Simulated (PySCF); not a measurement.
One molecule, a ladder of functionals, a line

Molecule: `C/C=C(\C)F`, C$_{4}$H$_{7}$F.

Atoms are numbered as in `[CH3:1]/[CH:2]=[C:3](\[CH3:4])[F:5]`. Hydrogens are named by the atom that carries them.

GIAO shieldings (ppm, equivalent atoms averaged) in PySCF on the PBE0-D3(BJ)/def2-SVP geometry, basis pcSseg-2, gas phase, non-relativistic:

```tsv
functional	exact exchange (%)	σ(C3)	σ(C1)	σ(C4)	σ(F5)
BLYP	0	3.5	159.8	160.5	251.0
BP86	0	9.2	164.1	164.5	250.5
PBE	0	9.1	164.5	165.1	248.0
B3LYP	20	7.4	164.9	164.7	270.4
HF	100	25.2	179.3	177.3	329.5
```

Q: Fit each shielding as a line in the percentage of exact exchange.

A: σ(C3) = 6.5 + 0.18 x (rms 2.5 ppm); σ(C1) = 162.5 + 0.17 x (rms 1.7 ppm); σ(C4) = 163.1 + 0.14 x (rms 1.7 ppm); σ(F5) = 250.8 + 0.79 x (rms 2.1 ppm). The functionals also differ in their semilocal parts, which the line can't hold; Hartree–Fock has no correlation at all.

Q: What does the line predict for PBE0 (25 %), and what does the run give?

A: σ(C3): 11.0 predicted, 13.8 computed; σ(C1): 166.8 predicted, 170.2 computed; σ(C4): 166.6 predicted, 169.6 computed; σ(F5): 270.6 predicted, 272.2 computed ppm.
